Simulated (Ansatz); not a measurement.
Corundum Cr₂O₃ was calculated with PBE+U (ortho-atomic projectors) (Ansatz, an electronic-structure program, PAW).

Numerical settings: plane-wave cutoff 520 eV, 8×8×8 k mesh, U_eff Cr 3.7 eV, spin-polarised with opposed moments, scalar-relativistic PAW data made under PBE.

Computed at the level's own relaxed cell.

Hill averages of the elastic tensor: K = 203.0 GPa, G = 109.6 GPa. Volume 10.092 Å³/atom, mean atomic mass 30.398 u.

Task: Work out the density, the sound velocities of a polycrystal and the elastic Debye temperature at this level.

Result: ρ = 1.66054 × 30.398/10.092 = 5.002 g/cm³. v_l = √[(K + 4G/3)/ρ] = 8.355 km/s and v_t = √(G/ρ) = 4.681 km/s. The mean follows from 3/v_m³ = 1/v_l³ + 2/v_t³: v_m = 5.210 km/s. Θ_D = (ħ/k_B) v_m (6π²/V)^(1/3) = 76.38 K Å s/km × 5.210 × 1.8037 Å⁻¹ = 718 K, counting all atoms of the cell.

Measured, for comparison: Voigt–Reuss–Hill shear modulus 123 GPa (temperature not stated, no zero-point or thermal correction, Hill average of measured single-crystal constants; as tabulated in Oses et al. (2018), arXiv:1811.08464). Computed (rounded) less measured: Voigt–Reuss–Hill shear modulus -11 %.
